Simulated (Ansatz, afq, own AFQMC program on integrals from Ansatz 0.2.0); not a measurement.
AFQMC on a folder of integrals that Ansatz 0.2.0 wrote.

```yaml
crystal:
  periodic: [false, false, false]
  atoms:
    - {symbol: B, position_ang: [0.000000, 0.000000, 1.083453]}
    - {symbol: Al, position_ang: [0.000000, 0.000000, -0.481547]}
    - {symbol: H, position_ang: [0.000000, 1.043975, 1.668867]}
    - {symbol: H, position_ang: [0.000000, -1.043975, 1.668867]}
    - {symbol: H, position_ang: [0.000000, 0.000000, -2.068133]}
basis:
  gaussian: {orbitals: cc-pVDZ}
magnetization: {spin_polarized: true, initial_magnetization: 1}
correlation: {method: ccsd_t, electrons: outside_noble_gas, hamiltonian_folder: ham}
```

```sh
$ ansatz run in.yaml --threads 1 --pin off --events-out ev --progress --plain --max-ram 1382MiB
```

afq runs on the folder ham with

```
--method phaseless --trial cisd --walkers 60 --populations 1 --least-time 40 --time-step 0.005 --steps-per-block 50 --equilibration-blocks 28 --max-blocks 300 --target-error 0.00036 --factor-cut 1e-05 --start spin_pure --seed 4395 --release-times 0.24,0.51,0.99,1.62,2.4 --release-step 0.03 --release-every 4 --taylor-order 6
```

Times are imaginary, in 1/Eh. The walk had a cap of 1455 s.

```
orbitals 41  electrons 5 4  factors 327 of 441
reference energy -268.15896419 Eh
CCSD correlation -0.17728640 Eh in 10 cycles, weight of the determinant in the CISD state 0.8973
energy of the start -268.336030 Eh
 block  time / (1/Eh)  mean weight  energy / Eh
     1     0.250  0.9998  -268.334121
     2     0.500  1.0000  -268.334472
     3     0.750  0.9995  -268.336201
     4     1.000  1.0009  -268.338245
     5     1.250  0.9997  -268.337392
    10     2.500  0.9994  -268.338713
    29     7.250  0.9996  -268.343695
    49    12.250  1.0013  -268.343457
    69    17.250  1.0022  -268.341429
    89    22.250  1.0008  -268.343568
   109    27.250  1.0001  -268.341748
   129    32.250  0.9991  -268.338514
   145    36.250  0.9996  -268.349783
   149    37.250  0.9970  -268.345910
   169    42.250  0.9999  -268.338645
   185    46.250  1.0005  -268.344200
blocks merged  error / Eh  count
     1  0.000196  160
     2  0.000251  80
     4  0.000286  40
     8  0.000299  20
    16  0.000287  10
released: time / (1/Eh)  energy / Eh  error  mean overlap
  0.24  -268.342226  0.000334  0.9976
  0.51  -268.342198  0.000303  0.9961
  0.99  -268.341815  0.000315  1.0059
  1.62  -268.342189  0.000410  0.9970
  2.40  -268.342202  0.000380  1.0031
energy -268.341791 +/- 0.000299 Eh
(rows thinned)
```

(1) Estimate how long the walk took on 1 thread of Arm Neoverse V1, on a shared host.

The run passed its tests (sampling time, drift between the halves within three errors, error under three times the target), which doesn't prove that it has relaxed.

Against this walk (error 8.1 meV) on the same determinant: CCSD(T) 23.8 meV higher, CCSDT(Q) 10.2 meV lower (within the noise). The error is statistical and leaves out the bias of the constraint. Released to 2.40 1/Eh the energy moves by -11 ± 13 meV (both errors), within twice the noise.

Cautions: constraint bias not in the error.

Answers

(1) 5.9 min of wall time.

CCSDT and higher add their correlation energy to the determinant of the CCSD(T) run, since their own runs factorise the integrals more tightly (a shift of under 2 meV). A walk keeps the symmetry of its determinant, which the program's search chose and which needn't be the lowest solution, so a lower state of the same spin and another symmetry isn't excluded.
